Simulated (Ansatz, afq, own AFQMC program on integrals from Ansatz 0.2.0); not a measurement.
Atomization energy of CO, singlet

```
atom   x (Å)   y (Å)   z (Å)
   O  0.0000  0.0000  0.0000
   C  0.0000  0.0000  1.1234
```

Atoms in their ground-state spins without spin–orbit coupling (mostly on UHF) minus the molecule (RHF), without zero-point energy. The geometry is a stationary point, not shown to be a minimum.

Basis cc-pVTZ. Noble-gas cores (and the filled d shells of Ga–Kr and In–Xe) are frozen. Integrals, coupled cluster, full CI and functionals: Ansatz 0.2.0; the random walks run on the same integrals in our own AFQMC program. The CISD trial takes its coefficients from CCSD amplitudes. Released means that phaseless walkers are propagated on without the constraint, phases kept. Uncertainties: one standard error, sampling alone. The errors of all members are added in quadrature.

No full CI on the walks' own integrals is used here; CCSDT(Q) serves as the reference and is uncertain by about the last step of the cluster series. Each member takes its own surest rung, up to full CI.

The best estimate is CCSD(T) at the basis-set limit (CBS: def2-TZVPP and def2-QZVPP, with their diffuse functions for anions and beside diffuse sets, CCSD(T) itself extrapolated) plus the step from CCSD(T) to CCSDT(Q) in cc-pVTZ. Rows without CBS are in cc-pVTZ; B2PLYP and the wave-function rows carry a basis error of their own. Core correlation and relativity beyond core potentials are missing, and ± holds the sampling alone.

Cautions: other spins of the molecule weren't checked.

(1) Estimate: order these levels by their error in the atomization energy against the best estimate, smallest first.
A. r2SCAN
B. CCSD(T)
C. CCSD(T)/CBS
D. PBE

Answers

(1) C (1.0 kJ/mol), A (12.6 kJ/mol), B (29.9 kJ/mol), D (43.6 kJ/mol).

Best estimates are given only where the step beyond CCSD(T) is under 0.3 eV and no member's determinant is very poor (T1 over 0.05, or 0.07 for open shells, ⟨S²⟩ too high by 0.3, two states mixed), so the hardest cases are missing from such tables.

The functionals ran in a triple-zeta set and keep a basis error of their own, a few kJ/mol for each bond in atomization energies and more for double hybrids, so close places among them and the extrapolated levels can swap.

Each member of a difference takes its own highest rung, so a best estimate needn't equal the limit plus the step of one row. A walk keeps the symmetry of its determinant, which the program's search chose and which needn't be the lowest solution, so a lower state of the same spin and another symmetry isn't excluded.
